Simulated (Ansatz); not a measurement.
A series at Si: from silicon tetrachloride, ligands are replaced one by one, each step taking up H₂ and setting free HCl; n counts the steps. Ansatz, PBE0-D4/def2-TZVP geometries.

CBS adds triple-zeta CCSD(T) − MP2 to the MP2 limit, frozen cores; atoms without spin–orbit coupling. 

```csv
n,molecule,"atomization energy, CCSD(T)/CBS (kJ/mol)"
0,`Cl[Si](Cl)(Cl)Cl`,1619.8
1,`Cl[SiH](Cl)Cl`,1560.5
2,`Cl[SiH2]Cl`,?
3,`[SiH3]Cl`,1424.8
4,SiH₄,1362.7
```

Q: By hand: fit a straight line y = ȳ + b (n − n̄) to the 4 given rows and predict n = 2.

A: n̄ = 2.000, ȳ = 1491.95; Σ(n − n̄)(y − ȳ) = -649.90, Σ(n − n̄)² = 10.000, so b = -64.99 kJ/mol a step. Prediction: 1491.95 + (-64.99) × (0.000) = 1492.0 kJ/mol.

Q: By hand: compare with the computed value, 1493.1 kJ/mol, and give the steps along the whole series.

A: The line misses by 1.1 kJ/mol (computed minus predicted). Steps: -59.3, -67.4, -68.3, -62.1 kJ/mol.

The steps differ by at most 9.0 kJ/mol, 14 % of a mean step, so the ligands' effects nearly add and a line is close. The miss is 0.4 % of the series' range. The energies themselves are unsure by some kJ/mol a bond, though much of that is common to the series.
